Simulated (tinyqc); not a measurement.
Coupled-perturbed Hartree-Fock on RHF in the sto-6g basis, for HF, spin multiplicity 1, step by step. One step of it, computed by the program tinyqc.

Task: Response to a field: uncoupled start. Field along z; U_ai = -mu_ai / (e_a - e_i), alpha = -4 sum U_ai mu_ai.

orbital energies (hartree): MO1 -26.228910, MO2 -1.527896, MO3 -0.625856, MO4 -0.479740, MO5 -0.479740, MO6 0.739834

dipole integrals <a|z|i> (bohr):
```
,i1,i2,i3,i4,i5
a6,-0.041359,0.161585,0.803515,0.000000,0.000000
```

Give: uncoupled U; uncoupled polarisability.

Result:

uncoupled U:
```
,i1,i2,i3,i4,i5
a6,0.0015,-0.0713,-0.5884,0.0000,0.0000
```

uncoupled polarisability = 1.9373 bohr^3
